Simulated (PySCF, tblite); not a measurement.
# CH2ClF: changes of charge, part 2 of 2

tblite 0.8.0 and PySCF 2.14.0. Atoms count from 0.

### 16 Single point (CH₂ClF− (doublet)): wB97X-D3(BJ)/ma-def2-TZVP

Geometry: PBE0-D3(BJ)/ma-def2-SVP, that of another charge or spin state.

The job: settings as JSON, then the geometry in Å.

```
{"job": {"kind": "sp", "xc": "wB97X", "basis": "ma-def2-TZVP", "d3": "d3bj", "grid": 2}, "charge": -1, "multiplicity": 2}
F     -0.844057     1.041267    -0.216538
C     -0.110613    -0.072065    -0.000942
Cl     1.620900     0.317421     0.024583
H     -0.371789    -0.497192     0.977708
H     -0.282024    -0.785136    -0.818837
```

What it wrote:

```text
final grid: 45304 points
cycle   1  E = -599.4123899623  dE = -2.182e-03  |g| = 3.619e-02  |ddm| = 1.003e+00
cycle   2  E = -599.4127226427  dE = -3.327e-04  |g| = 3.316e-02  |ddm| = 3.527e-01
cycle   3  E = -599.4132150303  dE = -4.924e-04  |g| = 4.675e-03  |ddm| = 1.115e-01
cycle   4  E = -599.4132750575  dE = -6.003e-05  |g| = 2.790e-03  |ddm| = 1.855e-01
cycle   5  E = -599.4133461099  dE = -7.105e-05  |g| = 1.906e-03  |ddm| = 3.162e-01
cycle   6  E = -599.4134011979  dE = -5.509e-05  |g| = 1.165e-03  |ddm| = 3.844e-01
cycle   7  E = -599.4134354412  dE = -3.424e-05  |g| = 4.978e-04  |ddm| = 4.761e-01
cycle   8  E = -599.4134410318  dE = -5.591e-06  |g| = 2.502e-04  |ddm| = 2.103e-01
cycle   9  E = -599.4134419581  dE = -9.264e-07  |g| = 1.173e-04  |ddm| = 6.308e-02
cycle  10  E = -599.4134421552  dE = -1.971e-07  |g| = 5.566e-05  |ddm| = 3.109e-02
cycle  11  E = -599.4134421837  dE = -2.851e-08  |g| = 2.963e-05  |ddm| = 6.941e-03
cycle  12  E = -599.4134421964  dE = -1.266e-08  |g| = 2.083e-05  |ddm| = 4.593e-03
cycle  13  E = -599.4134422035  dE = -7.120e-09  |g| = 1.558e-05  |ddm| = 3.938e-03
converged SCF energy = -599.4134422035
```

It took 5.3 s on 1 thread of Arm Neoverse V1, shared host.

### 17 Single point (CH₂ClF− (doublet)): wB97X-D3(BJ)/ma-def2-TZVP in N,N-dimethylformamide

Geometry: PBE0-D3(BJ)/ma-def2-SVP, that of another charge or spin state.

The job: settings as JSON, then the geometry in Å.

```
{"job": {"kind": "sp", "xc": "wB97X", "basis": "ma-def2-TZVP", "d3": "d3bj", "grid": 2, "solvent": "N,N-dimethylformamide"}, "charge": -1, "multiplicity": 2}
F     -0.844057     1.041267    -0.216538
C     -0.110613    -0.072065    -0.000942
Cl     1.620900     0.317421     0.024583
H     -0.371789    -0.497192     0.977708
H     -0.282024    -0.785136    -0.818837
```

What it wrote:

```text
final grid: 45304 points
cycle   1  E = -599.4677031291  dE = -2.926e-03  |g| = 2.375e-02  |ddm| = 3.377e+00
cycle   2  E = -599.4686014165  dE = -8.983e-04  |g| = 2.196e-02  |ddm| = 1.559e+00
cycle   3  E = -599.4689809378  dE = -3.795e-04  |g| = 7.114e-03  |ddm| = 4.394e-01
cycle   4  E = -599.4693740552  dE = -3.931e-04  |g| = 5.306e-03  |ddm| = 8.234e-01
cycle   5  E = -599.4696497972  dE = -2.757e-04  |g| = 3.390e-03  |ddm| = 6.736e-01
cycle   6  E = -599.4698227199  dE = -1.729e-04  |g| = 2.299e-03  |ddm| = 4.155e-01
cycle   7  E = -599.4699281639  dE = -1.054e-04  |g| = 1.487e-03  |ddm| = 3.140e-01
cycle   8  E = -599.4699788815  dE = -5.072e-05  |g| = 9.937e-04  |ddm| = 1.923e-01
cycle   9  E = -599.4700046734  dE = -2.579e-05  |g| = 7.221e-04  |ddm| = 1.462e-01
cycle  10  E = -599.4700147651  dE = -1.009e-05  |g| = 6.093e-04  |ddm| = 6.182e-02
cycle  11  E = -599.4700277176  dE = -1.295e-05  |g| = 4.961e-04  |ddm| = 8.068e-02
cycle  12  E = -599.4700378476  dE = -1.013e-05  |g| = 4.203e-04  |ddm| = 6.492e-02
cycle  13  E = -599.4700468295  dE = -8.982e-06  |g| = 3.530e-04  |ddm| = 6.464e-02
cycle  14  E = -599.4700542225  dE = -7.393e-06  |g| = 2.675e-04  |ddm| = 6.764e-02
cycle  15  E = -599.4700605194  dE = -6.297e-06  |g| = 1.416e-04  |ddm| = 9.580e-02
cycle  16  E = -599.4700616506  dE = -1.131e-06  |g| = 5.712e-05  |ddm| = 4.545e-02
cycle  17  E = -599.4700617323  dE = -8.168e-08  |g| = 2.960e-05  |ddm| = 1.171e-02
cycle  18  E = -599.4700617433  dE = -1.097e-08  |g| = 1.801e-05  |ddm| = 3.940e-03
cycle  19  E = -599.4700617452  dE = -1.891e-09  |g| = 1.151e-05  |ddm| = 7.975e-04
converged SCF energy = -599.4700617452
```

Wall time 7.5 s (1 thread of Arm Neoverse V1, shared host).

### 18 Changes of charge: wB97X-D3(BJ)/ma-def2-TZVP

This step combines the energies above: geometries from PBE0-D3(BJ)/ma-def2-SVP, zero-point and thermal terms from PBE0-D3(BJ)/ma-def2-SVP.

The job: settings as JSON, then the geometry in Å.

```
{"job": {"kind": "rx", "dirs": [1, -1], "geom": {"xc": "PBE0", "basis": "ma-def2-SVP", "d3": "d3bj", "grid": 1}, "hess": 1, "level": {"xc": "wB97X", "basis": "ma-def2-TZVP", "d3": "d3bj", "solvents": ["N,N-dimethylformamide"]}}, "charge": 0, "multiplicity": 1}
F     -0.844057     1.041267    -0.216538
C     -0.110613    -0.072065    -0.000942
Cl     1.620900     0.317421     0.024583
H     -0.371789    -0.497192     0.977708
H     -0.282024    -0.785136    -0.818837
```

Output (the driver's rows laid out field by field):

```text
ionisation and electron attachment, wB97X-D3(BJ)/ma-def2-TZVP // PBE0-D3(BJ)/ma-def2-SVP

row 1
  change                  oxidation
  charge                  1
  multiplicity            2
  vertical_ev             11.7993
  vertical_s2             0.754
  formula                 CH2ClF
  smiles                  FC[Cl+]
  kept                    yes
  pieces                  1
  point_group             Cs
  adiabatic_electronic_ev 11.7315
  adiabatic_ev            11.621
  free_energy_ev          11.6032
  s2                      0.754
  bonds_moved             0 1 1.351 1.295; 1 2 1.775 1.726; 1 3 1.098 1.134; 1 4 1.099 1.133
  spin_on                 2 Cl 0.718; 3 H 0.086; 4 H 0.086
  charge_moved            2 Cl 0.644; 0 F 0.13; 3 H 0.108; 4 H 0.108
  vertical_back_ev        11.4891
  relaxation_parent_ev    0.2424
  relaxation_ion_ev       0.0678
  reorganisation_ev       0.3102
  solution                solvent N,N-dimethylformamide, absolute_potential_v 8.7536, solvation_parent_kj -13.97, solvation_ion_kj -288.92

row 2
  change                  reduction
  charge                  -1
  multiplicity            2
  vertical_ev             -0.983
  vertical_s2             0.75
  unbound                 yes
```

It took 1.9 min on 1 thread of Arm Neoverse V1, shared host.

Energy taken up on oxidation, or given off on reduction (eV; adiabatic with zero-point energy):

| change | product | vertical | adiabatic | free energy | reorganisation | ⟨S²⟩ |
| --- | --- | --- | --- | --- | --- | --- |
| oxidation (multiplicity 2) | FC[Cl+] | 11.80 | 11.62 | 11.60 | 0.31 | 0.75 |
| reduction (multiplicity 2) | – | -0.98 | – | – | – | – |

On oxidation to multiplicity 2 charge changes most on Cl2 (+0.64 e), F0 (+0.13 e), H3 (+0.11 e); the spin sits on Cl2 (0.72), H3 (0.09), H4 (0.09); the bond F0–C1 goes from 1.351 to 1.295 Å; the absolute potential is 8.75 V in N,N-dimethylformamide.

### 19 Outcome

What follows sums up all 2 parts.

```
                                     quantity                                                      value
    strongest single infrared mode (GFN2-xTB)                                      1053 cm⁻¹, 123 km/mol
                 zero-point energy (GFN2-xTB)                                              18.2 kcal/mol
                                  point group                                                         Cs
         rotational constants (main isotopes)                                      42.45, 5.69, 5.19 GHz
ionisation energy (wB97X-D3(BJ)/ma-def2-TZVP)                      vertical 11.80 eV, adiabatic 11.62 eV
electron affinity (wB97X-D3(BJ)/ma-def2-TZVP)  vertical -0.98 eV (unbound: the value hangs on the basis)
```

**Reading.** No mode is imaginary among the 9: a minimum at this level. The strongest single mode, at 1053 cm⁻¹, moves mainly C1 and F0. Unscaled tight-binding wavenumbers are off by several per cent, some by more. Its intensities can rank the bands wrongly. Over 3 steps the energy fell by 0.007 eV; of the close pairs, C1–H3 changed most, 1.093 to 1.098 Å (PBE0/ma-def2-SVP). At wB97X-D3(BJ)/ma-def2-TZVP, relaxation with the zero-point term after oxidation moves the energy taken up from 11.80 eV (vertical) to 11.62 eV (adiabatic, with zero-point energy).
